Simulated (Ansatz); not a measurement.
C2H5NO2 can be A, `N=C(O)CO`, or B, `N/C(O)=C\O`.

Isolated molecules relaxed with PBE0-D4/def2-TZVP in Ansatz; ΔE leaves out vibrations. CCSD(T)/CBS is the MP2 limit (def2-TZVPP, def2-QZVPP) plus CCSD(T) − MP2 in def2-TZVPP, frozen cores. DFT in def2-TZVPP. B3LYP here is the variant with VWN-RPA as its local correlation; programs differ in this. Each species was taken in one conformer, which may not be the lowest.

**Question.** Which isomer does CCSD(T)/CBS put lower? Give the gap. (Estimate.)

**Answer.** Computed: A, by 48.3 kJ/mol.

**Question.** Give E(B) − E(A) in kJ/mol with PBE-D4, CCSD/def2-TZVPP, B2PLYP, ωB97M-V, HF/def2-TZVPP, B3LYP-D4, CCSD(T)/def2-TZVPP. (Estimate.)

**Answer.** Ansatz gave: PBE-D4 40.4, CCSD/def2-TZVPP 53.1, B2PLYP 50.1, ωB97M-V 48.9, HF/def2-TZVPP 64.1, B3LYP-D4 46.4, CCSD(T)/def2-TZVPP 51.8. None reverses the order clearly.

Largest T1 diagnostic: 0.013.

In def2-TZVPP, CCSD(T) changes the Hartree–Fock value by −12.3 kJ/mol (the triples alone add −1.2 kJ/mol) and MP2 by −12.5 kJ/mol. From PBE to PBE0 (25 % exact exchange), in def2-TZVPP and without D4, E(B) − E(A) moves by +3.1 kJ/mol.
